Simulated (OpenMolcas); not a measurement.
**NaSH: a line through the functionals**

The species is NaSH (3 atoms), meant as a singlet with charge 0. As SMILES, `[Na][SH]`. Geometry: relaxed at PBE0-D4/def2-TZVP.

The HOMO–LUMO gap y, in eV, basis def2-TZVPPD; a is the functional's share of exact exchange. Programs: OpenMolcas 26.06.

```
functional     program     a  y (eV)
       PBE  OpenMolcas     0    2.04
      BLYP  OpenMolcas     0    1.86
     B3LYP  OpenMolcas   0.2    3.15
      PBE0  OpenMolcas  0.25       ?
     BHLYP  OpenMolcas   0.5    4.89
```

**Question.** Fit y = c + s·a to the known rows and predict PBE0.

**Answer.** 
1. Means of the 4 rows: a = 0.1750, y = 2.985.
2. Σ(Δa)² = 0.1675, Σ(Δa·Δy) = 0.9855, so the slope is 0.9855/0.1675 = 5.8836.
3. Intercept: 2.985 − (5.8836) × 0.1750 = 1.955. The largest residual of the fit is 0.095.
4. PBE0: 1.955 + (5.8836) × 0.25 = 3.43 eV.

The run gave 3.63 eV, so the prediction is off by -0.20 eV, more than the scatter of the fit. Exact exchange lowers occupied levels and raises empty ones. The rows mix families of semi-local functionals, which the line can't see.
